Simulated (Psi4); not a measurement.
# C2H5B (SMILES BC=C), run twice

Wanted: energy and one-electron properties of C2H5B, PBEh-3c/def2-mSVP (density fitting, ddCOSMO ethanol).

Program for the calculation: Psi4 1.11.

1 further run of the same task is left out (set aside as unsound or not needed).

## (1) Starting point

C2H5B: 8 atoms, total charge 0, spin state singlet. SMILES: `BC=C`. The shape is that of a PBE0-D4/def2-TZVP optimisation.

Bond lengths: B1–C2 1.534 Å, C2–C3 1.339 Å, B1–H4 1.199 Å, B1–H5 1.197 Å, C2–H6 1.089 Å, C3–H7 1.086 Å, C3–H8 1.087 Å. Angles: B1–C2–C3 120.5°, B1–C2–H6 121.7°, C3–C2–H6 117.7°, C2–B1–H4 118.7°, C2–B1–H5 122.0°, C2–C3–H7 120.6°, C2–C3–H8 123.0°, H4–B1–H5 119.3°, H7–C3–H8 116.4°.

## (2) The input as first written

File c2h5b.xyz:

```xyz
8
C2H5B
B     -0.619200     0.876300    -0.693900
C      0.322000     0.273500     0.357500
C      0.459500    -1.054300     0.465500
H     -1.226400     0.135900    -1.414800
H     -0.762800     2.058300    -0.813400
H      0.897400     0.899500     1.037300
H     -0.092700    -1.722500    -0.189400
H      1.114300    -1.523800     1.195500
```

File c2h5b.py:

```python
import psi4

psi4.set_memory('1600 MB')
psi4.set_num_threads(1)
psi4.set_output_file('output.dat', False)

with open('c2h5b.xyz') as f:
    atoms = ''.join(f.readlines()[2:])
m = psi4.geometry('0 1\n' + atoms + 'symmetry c1\nno_reorient\nno_com')

psi4.set_options({
    'docc': [10],
    'ddx': True,
    'ddx_model': 'cosmo',
    'ddx_solvent': 'ethanol',
    'ddx_radii_set': 'uff',
})

e, wfn = psi4.energy("pbeh-3c", return_wfn=True)
psi4.oeprop(wfn, "MULTIPOLE(3)", "MBIS_CHARGES", title="PBEH-3C")
print(f'pbeh-3c energy: {e:.10f} Eh')
```

Started as:

```sh
python c2h5b.py
```

output.dat:

```text
Psi4 1.11 release

  PCM or DDX continuum solvation does not make use of molecular symmetry: further calculations in C1 point group.

   => Loading Basis Set <=

    Name: DEF2-MSVP
    Role: ORBITAL
    Keyword: BASIS

   => PBEH3C: Empirical Dispersion <=

        s6 =       1.000000
        s8 =       0.000000
        a1 =       0.486000
        a2 =       4.500000
```

The script printed:

```text
Traceback (most recent call last):
  File "c2h5b.py", line 19, in <module>
    e, wfn = psi4.energy("pbeh-3c", return_wfn=True)
RuntimeError:
Fatal Error: Got 10 alpha electrons, expected 11.
DOCC and SOCC must specify the occupation of all electrons or none.
```

It took 0.66 s on 1 thread of AMD EPYC 9R45 (Zen 5), shared host; peak memory 0.14 GiB.

## (3) What went wrong

The input was rejected.

The telling line is `Fatal Error: Got 10 alpha electrons, expected 11.`. The fault: the orbital occupation or active space doesn't match the electron count or the lowest state. To mend it: docc at its default in place of (10).

## (4) Second attempt

c2h5b.xyz is that of step 2.

File c2h5b.py:

```python
import psi4

psi4.set_memory('1600 MB')
psi4.set_num_threads(1)
psi4.set_output_file('c2h5b.out', False)

with open('c2h5b.xyz') as f:
    atoms = ''.join(f.readlines()[2:])
geom = psi4.geometry('0 1\n' + atoms + 'symmetry c1\nno_reorient\nno_com')

psi4.set_options({
    'ddx': True,
    'ddx_model': 'cosmo',
    'ddx_solvent': 'ethanol',
    'ddx_radii_set': 'uff',
})

e_tot, wfn = psi4.energy('pbeh-3c', molecule=geom, return_wfn=True)
psi4.oeprop(wfn, 'MULTIPOLE(3)', 'MBIS_CHARGES')
print('E =', round(e_tot, 9))
for k, v in sorted(psi4.core.scalar_variables().items()):
    print(f'{k:45s} {v:18.10f}')
```

Started as:

```sh
python c2h5b.py
```

c2h5b.out:

```text
[...]
  Running in c1 symmetry.
[...]
  Nuclear repulsion =   58.087442208705703
[...]
  Multiplicity = 1
[...]
  Nalpha       = 11
  Nbeta        = 11
[...]
    Number of basis functions: 55
[...]
   @DF-RKS iter   1:  -103.64336118018446   -6.56789e-01   8.79934e-03 ADIIS/DIIS
[...]
   @DF-RKS iter   8:  -103.77907529487754   -1.65513e-08   5.69148e-07 DIIS
[...]
    Orbital Energies [Eh]
    ---------------------
    Doubly Occupied:
       1A    -10.467956     2A    -10.433671     3A     -6.963345
       4A     -0.863452     5A     -0.663455     6A     -0.569393
       7A     -0.514943     8A     -0.459913     9A     -0.383137
      10A     -0.378998    11A     -0.339931
[...]
  @DF-RKS Final Energy:  -103.77907529487754
   => Energetics <=
    Nuclear Repulsion Energy =             58.0874422087057027
    One-Electron Energy =                -252.7806173694738163
    Two-Electron Energy =                 100.6788159595997456
    DFT Exchange-Correlation Energy =      -9.7676288273628504
    Empirical Dispersion Energy =           0.0047025589973742
    VV10 Nonlocal Energy =                  0.0000000000000000
    DD Solvation Energy =                 -0.0017898253437007
    Total Energy =                       -103.7790752948775435
[...]
 Multipole Moments:
 ------------------------------------------------------------------------------------
     Multipole            Electronic (a.u.)      Nuclear  (a.u.)        Total (a.u.)
 ------------------------------------------------------------------------------------
 L = 1.  Multiply by 2.5417464519 to convert [e a0] to [Debye]
 Dipole X            :         -2.5751898            2.8776749            0.3024851
 Dipole Y            :          0.4009427           -0.8615261           -0.4605834
 Dipole Z            :         -2.0975767            2.4258414            0.3282647
 Magnitude           :                                                    0.6413985
 L = 2.  Multiply by 1.3450342976 to convert [e a0^2] to [Debye ang]
 Quadrupole XX       :        -43.5607107           28.3810164          -15.1796942
 Quadrupole XY       :         27.0850739          -26.9942154            0.0908585
[...]
```

Standard output:

```text
E = -103.779075295
CURRENT ENERGY                                   -103.7790752949
CURRENT REFERENCE ENERGY                         -103.7790752949
DD SOLVATION ENERGY                                -0.0017898253
DFT FUNCTIONAL TOTAL ENERGY                      -103.7819880285
DFT TOTAL ENERGY                                 -103.7772854695
DFT VV10 ENERGY                                     0.0000000000
DFT XC ENERGY                                      -9.7676288274
DISPERSION CORRECTION ENERGY                        0.0047025590
GRID ELECTRONS ALPHA                               11.0000013047
GRID ELECTRONS BETA                                11.0000013047
GRID ELECTRONS TOTAL                               22.0000026094
NUCLEAR REPULSION ENERGY                           58.0874422087
ONE-ELECTRON ENERGY                              -252.7806173695
PBEH3C DISPERSION CORRECTION ENERGY                -0.0022858475
PCM POLARIZATION ENERGY                             0.0000000000
PE ENERGY                                           0.0000000000
SCF ITERATION ENERGY                             -103.7790752949
SCF ITERATIONS                                      8.0000000000
SCF TOTAL ENERGY                                 -103.7790752949
TWO-ELECTRON ENERGY                               100.6788159596
XC GRID RADIAL POINTS                              75.0000000000
XC GRID SPHERICAL POINTS                          302.0000000000
XC GRID TOTAL POINTS                           173174.0000000000
```

Run time: 9.3 s. Hardware: 1 thread of AMD EPYC 9R45 (Zen 5), shared host; peak memory 0.49 GiB.

Atomic charges (e):

```
atom    MBIS
  B1  +0.568
  C2  -0.548
  C3  -0.158
  H4  -0.189
  H5  -0.193
  H6  +0.201
  H7  +0.159
  H8  +0.161
```

## (5) Outcome

At PBEh-3c/def2-mSVP (density fitting, ddCOSMO ethanol):

```
                  quantity          value
              total energy  -103.77908 Eh
             dipole moment         1.63 D
               HOMO energy       -9.25 eV
               LUMO energy       -1.43 eV
             HOMO–LUMO gap        7.82 eV
solvent term in the energy    -4.7 kJ/mol
```
